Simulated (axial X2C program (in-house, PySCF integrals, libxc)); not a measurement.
**Bond lengths and stretching modes, held linear, of AlNC**

Computed with an in-house all-electron X2C program for linear molecules (integrals from PySCF): two-component X2C with atomic mean-field Coulomb and Gaunt terms, Gaussian nuclei, basis Al dyall-v3z, N dyall-av3z, C dyall-v3z with contracted cores. Spin-free rows use the one-electron spin-free X2C Hamiltonian.

Masses Al 26.982, N 14.003, C 12.000 u. States: 2c Ω = 0 (all partner blocks equally filled); spin-free M_S = 0, Λ = 0 (closed shell).

MP2, 2c: energies above the lowest point

| r(Al–N) (Å) | r(N–C) (Å) | E (meV) |
| --- | --- | --- |
| 1.8223 | 1.1476 | 111.43 |
| 1.8223 | 1.1770 | 26.54 |
| 1.8223 | 1.2064 | 31.93 |
| 1.8690 | 1.1476 | 84.42 |
| 1.8690 | 1.1770 | 0.00 |
| 1.8690 | 1.2064 | 5.73 |
| 1.8690 | 1.2359 | 85.83 |
| 1.9157 | 1.1476 | 90.69 |
| 1.9157 | 1.1770 | 6.66 |
| 1.9157 | 1.2064 | 12.62 |
| 1.9625 | 1.1770 | 39.72 |
| 1.9625 | 1.2359 | 126.10 |

Question: Fit a quadratic surface with cubic terms in each bond: where is the minimum, and what are the two stretching wavenumbers?

Answer: At MP2, 2c: bonds 1.882 and 1.189 Å; harmonic stretches 534.0 and 2045.5 cm⁻¹; force constants 2.3, 15.4 and coupling 0.03 mdyn/Å.

The other levels and Hamiltonians give:

```csv
Hamiltonian,level,r(Al–N) (Å),r(N–C) (Å),lower stretch (cm⁻¹),upper stretch (cm⁻¹)
2c,PBE0,1.866,1.176,545.6,2134.4
2c,HF,1.849,1.158,571.3,2273.4
2c,PBE,1.886,1.188,523.4,2045.4
spin-free,PBE0,1.866,1.176,545.6,2134.3
spin-free,HF,1.849,1.158,571.3,2273.3
spin-free,PBE,1.886,1.188,523.5,2045.4
spin-free,MP2,1.882,1.189,534.0,2045.4
```

Each state is one determinant, the lowest of a limited PBE0 search; the stretches come from a fit to these few points and carry an uncertainty of a few per cent. Other orders of the atoms were not compared. MP2 freezes inner shells (threshold -2 hartree). The molecule was held linear; bending was not examined, so a bent shape may lie lower.
